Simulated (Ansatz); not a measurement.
PO (Phosphorus monoxide): the energy, rung by rung

PO: 2 atoms, total charge 0, spin state doublet. SMILES: `O=[P]`. The coordinates come from a GFN2-xTB relaxation.

```xyz
2

O     0.0000    0.0000    0.0000
P     0.0000    0.0000    1.4551
```

Each level gives the energy change with the O1–P2 bond stretched from 1.455 to 1.843 Å (eV). The values are calculated.

| level | kind | program | value (eV) | CPU time (all runs) |
| --- | --- | --- | --- | --- |
| UHF/STO-3G | Hartree–Fock | Ansatz | -0.36 | 0.36 s |
| UPBE/STO-3G | GGA | Ansatz | 0.86 | 2.8 s |
| U-r2SCAN/STO-3G | meta-GGA | Ansatz | 1.05 | 6.4 s |
| UBHLYP/STO-3G | global hybrid | Ansatz | 0.85 | 2.2 s |
| UHSE06/STO-3G | range-separated hybrid | Ansatz | 1.11 | 2.7 s |
| UBCCD(T)/STO-3G | coupled cluster or CI | Ansatz | 0.78 | 1.1 s |
| UCCSD(T)/STO-3G | coupled cluster or CI | Ansatz | ? | 0.89 s |
| UCCSD/STO-3G | coupled cluster or CI | Ansatz | ? | 0.87 s |
| FCI/STO-3G | exact in the basis | Ansatz | 0.67 | 0.74 s |

Problem. Estimate what the levels marked ? give.

Solution. As computed at these levels: UCCSD(T)/STO-3G: 0.72 eV; UCCSD/STO-3G: 0.71 eV. The first shape isn't each level's own minimum. The values span -0.36 to 1.11 eV. Spin contamination of the reference (⟨S²⟩ at least 0.1 too high) touches UHF/STO-3G, U-r2SCAN/STO-3G, UBHLYP/STO-3G, UHSE06/STO-3G, UBCCD(T)/STO-3G, UCCSD(T)/STO-3G, UCCSD/STO-3G. All rows use very small basis sets, so even the best lies far from the true value. CPU times are rough (shared hosts, several kinds of processor): they show what a rung costs within a factor of a few.
